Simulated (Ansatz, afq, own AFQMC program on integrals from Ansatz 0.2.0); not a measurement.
SiN, doublet in 6-31G, levels against full CI

```xyz
2

Si    0.0000    0.0000    0.0000
N     0.0000    0.0000    2.4800
```

Basis 6-31G. Noble-gas cores (and the filled d shells of Ga–Kr and In–Xe) are frozen. Ansatz 0.2.0 and our own AFQMC program on the same integrals; the CISD trial comes from CCSD amplitudes, and released means the phaseless constraint is let go. ± is one standard error of the sampling.

Determinant: UHF, the one that the program's search chose, which needn't be the lowest solution. The geometry is a point of a scan.

Full CI on the same integrals is exact in this basis and with this determinant's frozen core.

Cautions: an unrestricted solution with more broken spin lies lower (119 meV, ⟨S²⟩ 2.70); strong correlation (T1 0.075, weight of the determinant 0.77, largest double 0.14); unrestricted determinant spin contaminated (⟨S²⟩ 2.41 against 0.75).

The T1 diagnostic is 0.0749. The weight of the determinant in the CISD state is 0.767 and the ⟨S²⟩ of the determinant is 2.414. The size of the correlated space is 9 electrons in 16 orbitals.

| level | correlation energy (eV) |
| --- | --- |
| MP2 | -1.4728 |
| CCSD | -2.3879 |
| CCSD(T) | -2.4715 |

**Question.** Estimate where AFQMC with the constraint released lies against CCSD(T) on the same integrals.

**Answer.** 119.6 ± 6.5 meV below CCSD(T).

Reference: full CI, correlation energy -2.592 eV. The released energy is read at 2.40 1/Eh (meV from the phaseless value at times in 1/Eh: -9 ± 4 at 0.24, -18 ± 4 at 0.51, -27 ± 5 at 0.99, -20 ± 5 at 1.62, -15 ± 7 at 2.40). The cautions show a poor starting determinant, so the rows tell how each method copes with it here, and full CI is the sure value.

```csv
level,E − E(reference) (meV),share of correlation (%)
CCSD(T),120.6,95.35
CCSDT,51.5,98.01
CCSDT(Q),31.9,98.77
CCSDTQ,10.1,99.61
ph-AFQMC/HF,-49.0 ± 21.8,101.89
ph-AFQMC/CISD,15.8 ± 4.7,99.39
released AFQMC,1.0 ± 6.5,99.96
```

CCSDT and higher add their correlation energy to the determinant of the CCSD(T) run, since their own runs factorise the integrals more tightly (a shift of under 2 meV). Released energies are given only where the last usable release times agree within the noise; a slower fall can still hide under it.
